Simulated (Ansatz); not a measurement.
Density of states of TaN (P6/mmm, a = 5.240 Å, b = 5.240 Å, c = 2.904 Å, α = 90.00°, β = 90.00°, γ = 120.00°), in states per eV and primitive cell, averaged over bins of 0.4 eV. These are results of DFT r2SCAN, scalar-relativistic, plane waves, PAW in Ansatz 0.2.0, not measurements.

Cutoff 500 eV; k points 9×9×12 on the computed 6-atom cell (Γ-centred); Gaussian smearing, width 0.10 eV; no spin polarisation.

The cell is relaxed at this level. The states (both spins) are summed by tetrahedra on a 14×14×18 mesh at the self-consistent density. Energies are bin centres; the table starts no lower than −8 eV and ends at 6 eV, or lower where the solved bands end.

It is a metal at this level.

```tsv
E − E_F (eV)	total	Ta 5d	N 2p	Ta 6s	N 2s
-7.85	2.95	0.95	1.75	0.13	0.05
-7.45	3.35	1.12	2.02	0.08	0.05
-7.05	4.13	1.36	2.53	0.08	0.04
-6.65	4.44	1.44	2.76	0.07	0.05
-6.25	5.44	1.58	3.52	0.14	0.04
-5.85	3.26	1.02	1.97	0.15	0.03
-5.45	2.21	0.71	1.30	0.12	0.02
-5.05	2.27	0.63	1.50	0.06	0.02
-4.65	2.62	0.83	1.67	0.04	0.02
-4.25	2.18	0.64	1.47	0.02	0.02
-3.85	2.21	0.64	1.46	0.05	0.01
-3.45	2.33	0.72	1.47	0.09	0.01
-3.05	1.61	0.89	0.59	0.09	0.01
-2.65	1.41	0.84	0.43	0.09	0.01
-2.25	1.52	1.00	0.32	0.10	0.01
-1.85	1.99	1.33	0.34	0.18	0.02
-1.45	1.51	1.06	0.28	0.09	0.03
-1.05	1.73	1.29	0.30	0.08	0.02
-0.65	3.56	2.70	0.52	0.19	0.05
-0.25	1.07	0.88	0.09	0.06	0.02
0.15	0.75	0.59	0.10	0.02	0.01
0.55	1.34	1.09	0.16	0.02	0.04
0.95	2.83	2.30	0.30	0.05	0.11
1.35	3.20	2.65	0.34	0.05	0.09
1.75	3.51	2.84	0.42	0.08	0.08
2.15	4.51	3.57	0.54	0.14	0.15
2.55	5.51	4.37	0.62	0.19	0.19
2.95	6.91	5.37	0.97	0.17	0.25
3.35	5.72	4.24	0.87	0.19	0.26
3.75	7.21	5.43	0.89	0.36	0.32
4.15	3.32	2.27	0.51	0.31	0.13
4.55	2.61	1.43	0.41	0.49	0.16
4.95	2.03	1.02	0.31	0.41	0.18
5.35	2.74	1.46	0.50	0.34	0.25
5.75	3.05	1.54	0.61	0.25	0.30
```

The columns after the total are the main Löwdin projections on the occupied valence shells of the potentials; 2 others are left out. The rest of the total lies in those, in shells that are empty in the free atom, which aren't projected, and between the atoms.

Spin-orbit coupling is left out, which matters for the bands of heavy elements.

This form isn't the usual stable structure of the compound.

Cost: 1 run of about 3 core-minutes, on Arm Neoverse V1 (shared hosts).